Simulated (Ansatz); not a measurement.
**How far each method lies from RCCSDTQ for N₂H₄, singlet**

Geometry: MP2(full)/6-31G*, from the G2/97 set.

```xyz
6

N     0.0000    0.7190   -0.0440
N     0.0000   -0.7190   -0.0440
H     0.2111    1.0928    0.8816
H    -0.9482    1.0050   -0.2704
H    -0.2111   -1.0928    0.8816
H     0.9482   -1.0050   -0.2704
```

Basis cc-pVDZ; Ansatz 0.2.0. Correlated methods freeze the noble-gas cores, which leaves 14 electrons in 46 orbitals. R marks a restricted (for open shells ROHF) determinant.

Full CI isn't at hand for all of this; RCCSDTQ serves as the reference, and is uncertain by about the last step of the cluster series.

The UHF ⟨S²⟩ is 0.000, the T1 diagnostic (RCCSD) is 0.0066 and the largest doubles amplitude (RCCSD) is 0.045.

```tsv
level	E − E(RCCSDTQ) (kcal/mol)	share of correlation (%)	wall time
RHF	242.10	0.00	–
RMP2	21.99	90.92	–
RCCSD	6.27	97.41	–
RCCSD(T)	0.73	99.70	0.51 s
RCCSDT	0.47	99.80	–
RCCSDT(Q)	-0.04	100.02	1.6 s (H100)
```

The correlation energy at RCCSDTQ, counted from RHF, is -10.498 eV. That run took 15 s on 5 threads of AMD EPYC 7R13 with a whole H100 80 GB, shared host.

Times hold each run's SCF and search for its determinant on a shared host, so for small cases they say little of a method's own cost; rows without a card ran on 1 thread of AMD EPYC 7R13.

Atomization energy (electronic, same basis, no zero-point term; atoms at the same level, unrestricted beside the R rows where the molecule is a closed shell, with restricted open-shell steps beyond CCSDT(Q)) at RCCSDTQ: 1620.6 kJ/mol. Errors of other levels:

| level | error (kJ/mol) |
| --- | --- |
| RHF | -553.2 |
| RMP2 | -3.7 |
| RCCSD | -22.0 |
| RCCSD(T) | -2.2 |
| RCCSDT | -1.8 |
| RCCSDT(Q) | 0.2 |

This basis is far from its limit, so the value isn't to be set against a measured one.
